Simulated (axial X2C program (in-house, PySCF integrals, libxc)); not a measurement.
Bond lengths and stretching modes, held linear, of HPH⁺

Calculated with an axial X2C code built on PySCF integrals: two-component X2C with atomic mean-field Coulomb and Gaunt terms, Gaussian nuclei, basis H dyall-v3z, P dyall-v3z with contracted cores. Spin-free rows use the one-electron spin-free X2C Hamiltonian.

Masses H 1.008, P 30.974, H 1.008 u. States: 2c Ω = 1 (beyond evenly filled blocks: ω = -1/2, ω = 3/2); spin-free M_S = 1, Λ = 0 (beyond evenly filled blocks: π+α, π-α).

LDA, spin-free: energies above the lowest point

```
r(H–P) (Å)  r(P–H) (Å)  E (meV)
    1.3777      1.3777    49.03
    1.3777      1.4130    24.81
    1.3777      1.4483    26.78
    1.4130      1.3777    24.81
    1.4130      1.4130     0.00
    1.4130      1.4483     1.37
    1.4130      1.4837    24.79
    1.4483      1.3777    26.78
    1.4483      1.4130     1.37
    1.4483      1.4483     2.14
    1.4837      1.4130    24.79
    1.4837      1.4837    47.11
```

Question: Fit a quadratic surface with cubic terms in each bond: where is the minimum, and what are the two stretching wavenumbers?

Answer: At LDA, spin-free: bonds 1.429 and 1.429 Å; harmonic stretches 2264.4 and 2395.9 cm⁻¹; force constants 3.12, 3.12 and coupling -0.08 mdyn/Å.

The other levels and Hamiltonians give:

```json
{"Hamiltonian": "2c", "level": "PBE0", "r(H–P) (Å)": "1.413", "r(P–H) (Å)": "1.413", "lower stretch (cm⁻¹)": "2368.0", "upper stretch (cm⁻¹)": "2491.7"}
{"Hamiltonian": "2c", "level": "HF", "r(H–P) (Å)": "1.401", "r(P–H) (Å)": "1.401", "lower stretch (cm⁻¹)": "2468.7", "upper stretch (cm⁻¹)": "2524.0"}
{"Hamiltonian": "2c", "level": "LDA", "r(H–P) (Å)": "1.429", "r(P–H) (Å)": "1.429", "lower stretch (cm⁻¹)": "2263.9", "upper stretch (cm⁻¹)": "2395.5"}
{"Hamiltonian": "2c", "level": "MP2", "r(H–P) (Å)": "1.404", "r(P–H) (Å)": "1.404", "lower stretch (cm⁻¹)": "2413.1", "upper stretch (cm⁻¹)": "2579.8"}
{"Hamiltonian": "spin-free", "level": "PBE0", "r(H–P) (Å)": "1.413", "r(P–H) (Å)": "1.413", "lower stretch (cm⁻¹)": "2368.4", "upper stretch (cm⁻¹)": "2492.0"}
{"Hamiltonian": "spin-free", "level": "HF", "r(H–P) (Å)": "1.400", "r(P–H) (Å)": "1.400", "lower stretch (cm⁻¹)": "2469.0", "upper stretch (cm⁻¹)": "2524.4"}
{"Hamiltonian": "spin-free", "level": "MP2", "r(H–P) (Å)": "1.404", "r(P–H) (Å)": "1.404", "lower stretch (cm⁻¹)": "2413.4", "upper stretch (cm⁻¹)": "2580.0"}
```

Each state is one determinant, the lowest of a limited PBE0 search; the stretches come from a fit to these few points and carry an uncertainty of a few per cent. Other orders of the atoms were not compared. MP2 freezes inner shells (threshold -2 hartree). The molecule was held linear; bending was not examined, so a bent shape may lie lower. Hydrosulfides and their kin are strongly bent in nature, so this linear model does not describe the real molecule. Open-shell Ω = 0 determinants with evenly filled partner blocks cannot be reached by this program, so the Ω shown need not be the lowest component. Note: several unpaired electrons, one determinant need not be a pure state.
